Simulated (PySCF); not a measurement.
PySCF input (HF/def2-TZVPD):

```python
from pyscf import gto, scf, dft

mol = gto.M(
    atom='''
    Si    0.00120404    0.00180886    1.38646730
    Si   -0.00120404   -0.00180886   -1.38646730
    H     0.00036886    1.45904824    1.58578438
    H    -1.25989583   -0.72729025    1.58973123
    H     1.26366332   -0.72554387    1.58753743
    H    -0.02742193   -1.45881578   -1.58576119
    H    -1.24993550    0.74885627   -1.58757977
    H     1.27322108    0.70374539   -1.58971209
    ''',
    basis='def2-tzvpd',
    charge=1,
    spin=1,
    verbose=4,
)

mf = scf.UHF(mol).density_fit(auxbasis='def2-universal-jkfit')
mf.conv_tol = 1e-9
mf.max_cycle = 100
mf.max_memory = 1500
mf.kernel()
if not mf.converged:
    mf = mf.newton()
    mf.kernel(mf.make_rdm1())
for _ in range(2):
    mo, _, stable, _ = mf.stability(return_status=True)
    if stable:
        break
    mf.kernel(mf.make_rdm1(mo, mf.mo_occ))
mf.analyze()
```

Output:

```
PySCF version 2.14.0

[INPUT] verbose = 4
[INPUT] num. atoms = 8
[INPUT] num. electrons = 33
[INPUT] charge = 1
[INPUT] spin (= nelec alpha-beta = 2S) = 1
[INPUT] symmetry False subgroup None
[INPUT] Mole.unit = angstrom
[INPUT] Symbol           X                Y                Z      unit          X                Y                Z       unit  Magmom
[INPUT]  1 Si     0.001204040000   0.001808860000   1.386467300000 AA    0.002275305843   0.003418249998   2.620043477665 Bohr   0.0
[INPUT]  2 Si    -0.001204040000  -0.001808860000  -1.386467300000 AA   -0.002275305843  -0.003418249998  -2.620043477665 Bohr   0.0
[INPUT]  3 H      0.000368860000   1.459048240000   1.585784380000 AA    0.000697044378   2.757201576129   2.996698170813 Bohr   0.0
[INPUT]  4 H     -1.259895830000  -0.727290250000   1.589731230000 AA   -2.380858064182  -1.374379385566   3.004156636368 Bohr   0.0
[INPUT]  5 H      1.263663320000  -0.725543870000   1.587537430000 AA    2.387977588459  -1.371079205657   3.000010955196 Bohr   0.0
[INPUT]  6 H     -0.027421930000  -1.458815780000  -1.585761190000 AA   -0.051819937507  -2.756762290394  -2.996654348064 Bohr   0.0
[INPUT]  7 H     -1.249935500000   0.748856270000  -1.587579770000 AA   -2.362035768371   1.415133256963  -3.000090966200 Bohr   0.0
[INPUT]  8 H      1.273221080000   0.703745390000  -1.589712090000 AA    2.406039137223   1.329886048525  -3.004120467010 Bohr   0.0

nuclear repulsion = 83.5830889088168
number of shells = 60
number of NR pGTOs = 204
number of NR cGTOs = 140
basis = def2-tzvpd
ecp = {}

******** <class 'pyscf.df.df_jk.DFUHF'> ********
method = DFUHF
initial guess = minao
damping factor = 0
level_shift factor = 0
DIIS = <class 'pyscf.scf.diis.CDIIS'>
diis_start_cycle = 1
diis_space = 8
diis_damp = 0
SCF conv_tol = 1e-09
SCF conv_tol_grad = None
SCF max_cycles = 100
direct_scf = False
number electrons alpha = 17  beta = 16
Set gradient conv threshold to 3.16228e-05
******** <class 'pyscf.df.df.DF'> ********
auxbasis = def2-universal-jkfit
init E= -580.730849436321
  alpha nocc = 17  HOMO = -0.202096120352859  LUMO = 0.0326484760943071
  beta  nocc = 16  HOMO = -0.397181706487136  LUMO = -0.202096120352859

WARN: HOMO -0.202096120352859 >= LUMO -0.202096120352859

cycle= 1 E= -580.96923910816  delta_E= -0.238  |g|= 0.265  |ddm|=  1.3
  alpha nocc = 17  HOMO = -0.630214907629684  LUMO = -0.117086164236789
  beta  nocc = 16  HOMO = -0.730554617822333  LUMO = -0.313689451435703
  HOMO = -0.63021490763  LUMO = -0.313689451436  gap/eV = 8.61310
cycle= 2 E= -581.043028702143  delta_E= -0.0738  |g|= 0.0802  |ddm|= 0.356
  alpha nocc = 17  HOMO = -0.586020162833567  LUMO = -0.0891088304987253
  beta  nocc = 16  HOMO = -0.694923133659867  LUMO = -0.237614770548811
  HOMO = -0.586020162834  LUMO = -0.237614770549  gap/eV = 9.48059
cycle= 3 E= -581.049140617802  delta_E= -0.00611  |g|= 0.0283  |ddm|= 0.164
  alpha nocc = 17  HOMO = -0.595374742587298  LUMO = -0.0869627314590603
  beta  nocc = 16  HOMO = -0.694836014351842  LUMO = -0.230246492462078
[...]
  beta  nocc = 16  HOMO = -0.697379834864053  LUMO = -0.230317303952226
  HOMO = -0.601283111338  LUMO = -0.230317303952  gap/eV = 10.09449
Extra cycle  E= -581.050486517296  delta_E= -2.82e-11  |g|= 2.6e-06  |ddm|= 1.04e-05
converged SCF energy = -581.050486517296  <S^2> = 0.75572506  2S+1 = 2.0057169
uhf_internal: lowest eigs of H = [0.36057896 0.36061224 0.3865658 ]
<class 'pyscf.df.df_jk.DFUHF'> wavefunction is stable in the internal stability analysis
**** SCF Summaries ****
Total Energy =                        -581.050486517296235
Nuclear Repulsion Energy =              83.583088908816848
One-electron Energy =                 -963.997124557377106
Two-electron Energy =                  299.363549131264051
Two-electron Coulomb Energy =          341.981192689342834
DFT Exchange-Correlation Energy =      -42.617643558078782
HOMO-LUMO gap [eV] =                    10.094493785003825
**** MO energy ****
                             alpha | beta                alpha | beta
MO #1   energy= -69.0224538395182  | -69.0197786394111  occ= 1 | 1
MO #2   energy= -69.0224508276058  | -69.0197764184958  occ= 1 | 1
MO #3   energy= -6.37170934461171  | -6.36841876075459  occ= 1 | 1
MO #4   energy= -6.37165241426367  | -6.36841601739309  occ= 1 | 1
MO #5   energy= -4.48299974608766  | -4.47368613853589  occ= 1 | 1
MO #6   energy= -4.48281972640947  | -4.47368613850166  occ= 1 | 1
MO #7   energy= -4.47530156636125  | -4.4736826863907   occ= 1 | 1
MO #8   energy= -4.47530156632318  | -4.47368268635641  occ= 1 | 1
MO #9   energy= -4.47529157707186  | -4.47028434275642  occ= 1 | 1
MO #10  energy= -4.47529157703374  | -4.47022116782497  occ= 1 | 1
MO #11  energy= -0.983021438129951 | -0.930166886978839 occ= 1 | 1
MO #12  energy= -0.910955315852426 | -0.89055036084412  occ= 1 | 1
MO #13  energy= -0.725212391368344 | -0.718073555417603 occ= 1 | 1
MO #14  energy= -0.725212389768944 | -0.718073553709084 occ= 1 | 1
MO #15  energy= -0.702905063661752 | -0.697379836854314 occ= 1 | 1
MO #16  energy= -0.702905061809611 | -0.697379834864053 occ= 1 | 1
MO #17  energy= -0.601283111338315 | -0.230317303952226 occ= 1 | 0
MO #18  energy= -0.120917658504101 | -0.0881270709549764 occ= 0 | 0
MO #19  energy= -0.0935778049856903 | -0.0828128933413331 occ= 0 | 0
MO #20  energy= -0.0536012788128151 | -0.0515791927276886 occ= 0 | 0
MO #21  energy= -0.0536012781505924 | -0.0515791920321365 occ= 0 | 0
MO #22  energy= -0.0517816143698185 | -0.0372171134558486 occ= 0 | 0
MO #23  energy= -0.0517816143315321 | -0.037217113315236 occ= 0 | 0
MO #24  energy= -0.0436238065042097 | -0.030737997345683 occ= 0 | 0
MO #25  energy= -0.0390788576213639 | -0.0248165696308974 occ= 0 | 0
MO #26  energy= -0.0051609807250287 | 0.00314136581221304 occ= 0 | 0
MO #27  energy= -0.00516098065193375 | 0.00314136590138695 occ= 0 | 0
MO #28  energy= 0.0139437381027946 | 0.0150118683401115 occ= 0 | 0
MO #29  energy= 0.0139437383060578 | 0.0150118685360127 occ= 0 | 0
MO #30  energy= 0.0143716464909588 | 0.0183757725556709 occ= 0 | 0
MO #31  energy= 0.0156342113655228 | 0.0183757728800317 occ= 0 | 0
MO #32  energy= 0.0156342116593368 | 0.0382550698226005 occ= 0 | 0
MO #33  energy= 0.0727585038770313 | 0.0796648434298347 occ= 0 | 0
MO #34  energy= 0.0820163995774572 | 0.083142082669312  occ= 0 | 0
MO #35  energy= 0.0920055895515939 | 0.0934336354943064 occ= 0 | 0
MO #36  energy= 0.0920055903720323 | 0.0934336362848636 occ= 0 | 0
MO #37  energy= 0.0950658040586543 | 0.103809777034282  occ= 0 | 0
MO #38  energy= 0.0950658041924    | 0.103809777269177  occ= 0 | 0
MO #39  energy= 0.136491556623897  | 0.139725694269013  occ= 0 | 0
MO #40  energy= 0.137722430813313  | 0.1397256944513    occ= 0 | 0
MO #41  energy= 0.137722430997324  | 0.145662530860242  occ= 0 | 0
MO #42  energy= 0.14553344874312   | 0.148973698265797  occ= 0 | 0
MO #43  energy= 0.163729495862568  | 0.174785492281596  occ= 0 | 0
MO #44  energy= 0.163729496283879  | 0.174785492617077  occ= 0 | 0
MO #45  energy= 0.177396304836009  | 0.1855664002234    occ= 0 | 0
MO #46  energy= 0.181339250899868  | 0.185566400358723  occ= 0 | 0
MO #47  energy= 0.181339251041824  | 0.19135747835534   occ= 0 | 0
MO #48  energy= 0.198895877505107  | 0.205872671417023  occ= 0 | 0
MO #49  energy= 0.206655224577119  | 0.206997344955968  occ= 0 | 0
MO #50  energy= 0.239128101432883  | 0.251564883674682  occ= 0 | 0
MO #51  energy= 0.265179677694125  | 0.274296527625487  occ= 0 | 0
MO #52  energy= 0.28342183442241   | 0.284060469077539  occ= 0 | 0
MO #53  energy= 0.283421834595982  | 0.284060469278798  occ= 0 | 0
MO #54  energy= 0.296009434455849  | 0.30341969782387   occ= 0 | 0
MO #55  energy= 0.319629107929012  | 0.321998712806977  occ= 0 | 0
MO #56  energy= 0.319629108127654  | 0.321998712866606  occ= 0 | 0
MO #57  energy= 0.325815019400259  | 0.336322951183138  occ= 0 | 0
MO #58  energy= 0.325815019571736  | 0.336322951463664  occ= 0 | 0
MO #59  energy= 0.35002631651742   | 0.363786818808285  occ= 0 | 0
MO #60  energy= 0.35002631688637   | 0.363786819296712  occ= 0 | 0
MO #61  energy= 0.365001440331714  | 0.367273446022925  occ= 0 | 0
MO #62  energy= 0.365001440738156  | 0.367273446353527  occ= 0 | 0
MO #63  energy= 0.397492532032587  | 0.412220075939661  occ= 0 | 0
MO #64  energy= 0.426531924349583  | 0.427622580252878  occ= 0 | 0
MO #65  energy= 0.426531924744312  | 0.427622580646734  occ= 0 | 0
MO #66  energy= 0.43058043600062   | 0.431994683323111  occ= 0 | 0
MO #67  energy= 0.430580436271025  | 0.431994683577049  occ= 0 | 0
MO #68  energy= 0.44200773131153   | 0.447666312965748  occ= 0 | 0
MO #69  energy= 0.442007731601442  | 0.447666313264159  occ= 0 | 0
MO #70  energy= 0.453695527774787  | 0.468978242508969  occ= 0 | 0
MO #71  energy= 0.501228129371416  | 0.51108245744269   occ= 0 | 0
MO #72  energy= 0.52985488346992   | 0.544989266982432  occ= 0 | 0
MO #73  energy= 0.626078812707998  | 0.635546075897761  occ= 0 | 0
MO #74  energy= 0.626078813564632  | 0.635546076798631  occ= 0 | 0
MO #75  energy= 0.643082304529521  | 0.653612189860423  occ= 0 | 0
MO #76  energy= 0.681298343070857  | 0.685783643205792  occ= 0 | 0
MO #77  energy= 0.700892967194238  | 0.710752712090067  occ= 0 | 0
MO #78  energy= 0.70089296891076   | 0.710752713703107  occ= 0 | 0
MO #79  energy= 0.985563965745289  | 0.986449327749931  occ= 0 | 0
MO #80  energy= 0.995546702753616  | 1.00514328867444   occ= 0 | 0
MO #81  energy= 1.00449341342931   | 1.0209931826517    occ= 0 | 0
MO #82  energy= 1.02128104153938   | 1.0354915745019    occ= 0 | 0
MO #83  energy= 1.02128104391427   | 1.03549157672511   occ= 0 | 0
MO #84  energy= 1.02928600262257   | 1.04196010897476   occ= 0 | 0
MO #85  energy= 1.029286003827     | 1.041960110157     occ= 0 | 0
MO #86  energy= 1.096383444022     | 1.11075180848573   occ= 0 | 0
MO #87  energy= 1.09638344540686   | 1.11075180988622   occ= 0 | 0
MO #88  energy= 1.12198380058194   | 1.14525898230203   occ= 0 | 0
MO #89  energy= 1.14719599446176   | 1.15757052984476   occ= 0 | 0
MO #90  energy= 1.14719599543936   | 1.15757053077917   occ= 0 | 0
MO #91  energy= 1.16997854930441   | 1.17838063956635   occ= 0 | 0
MO #92  energy= 1.16997855022848   | 1.17838064035062   occ= 0 | 0
MO #93  energy= 1.20592722073511   | 1.2077343303171    occ= 0 | 0
MO #94  energy= 1.20592722091833   | 1.2077343305084    occ= 0 | 0
MO #95  energy= 1.20875414922744   | 1.21144646649038   occ= 0 | 0
MO #96  energy= 1.20943643381649   | 1.21144646702699   occ= 0 | 0
MO #97  energy= 1.2094364343338    | 1.21683395811988   occ= 0 | 0
MO #98  energy= 1.2755927991258    | 1.28166194190951   occ= 0 | 0
MO #99  energy= 1.32521525562949   | 1.32850180324146   occ= 0 | 0
MO #100 energy= 1.4119008003278    | 1.41453570206388   occ= 0 | 0
MO #101 energy= 1.42798327721553   | 1.4374970346892    occ= 0 | 0
MO #102 energy= 1.42798327937924   | 1.43749703691289   occ= 0 | 0
MO #103 energy= 1.46246899774649   | 1.49026233231284   occ= 0 | 0
MO #104 energy= 1.5423597356231    | 1.5454592996797    occ= 0 | 0
[...]
```
